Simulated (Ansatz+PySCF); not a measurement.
## doublet C₂H₃O: levels of theory in one basis

```xyz
6

H     0.0000   -1.0072   -1.1851
C     0.0000   -0.0280   -0.7210
C     0.0000    0.0634    0.7003
H     0.0000    1.0369    1.1116
H     0.0000    0.8590   -1.3437
O     0.0000   -0.9241    1.4379
```

Basis set: cc-pVTZ (spherical functions). Correlated methods keep 3 orbitals frozen. Correlation on ROHF uses semicanonical orbitals with singles. Charge 0, multiplicity 2.

Computed with Ansatz (development build ahead of 0.2.0); each method stands on the lowest determinant of its kind that the runs found.

```json
{"method": "ROHF", "E − E(ROHF) (eV)": "0.00", "<S²> of the determinant": "0.75"}
{"method": "UHF", "E − E(ROHF) (eV)": "-0.42", "<S²> of the determinant": "0.93"}
{"method": "ROHF-MP2", "E − E(ROHF) (eV)": "-14.65", "<S²> of the determinant": "–"}
{"method": "UHF-MP2", "E − E(ROHF) (eV)": "-14.28", "<S²> of the determinant": "0.93"}
```

Question: What does ROHF-CCSD(T) give on the same scale?

Answer: -15.84 eV.

Caution for UHF, UHF-MP2: the unrestricted determinant is spin contaminated. Caution for ROHF-MP2, UHF-MP2: forces differ strongly between restricted and unrestricted references.
